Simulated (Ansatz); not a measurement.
We consider wurtzite CdSe, described by r²SCAN (Ansatz, a quantum-chemistry and plane-wave program, PAW).

Total energies, extrapolated to zero smearing (they compare only within this program, potentials and cutoff):

```
system                  energy (eV/atom)
----------------------  ----------------
wurtzite CdSe, relaxed        -6873.9192
hcp Cd                        -8268.1829
trigonal Se                   -5478.1268
```

**Question.** Work out the enthalpy of formation per atom.

**Answer.** ΔH_f ≈ ΔE = -6873.9192 − [1 × (-8268.1829) + 1 × (-5478.1268)]/2 = -0.764 eV/atom (0 K, no vibrations). The reference value is -0.75 eV/atom (measured, 298 K, not corrected to a static lattice; as tabulated in Zhang et al. (2018), doi:10.1038/s41524-018-0065-z), a difference of -0.014 eV/atom.

The PAW data were made under PBE.

Note: an element that serves as reference relaxed to a cell well above its measured volume.
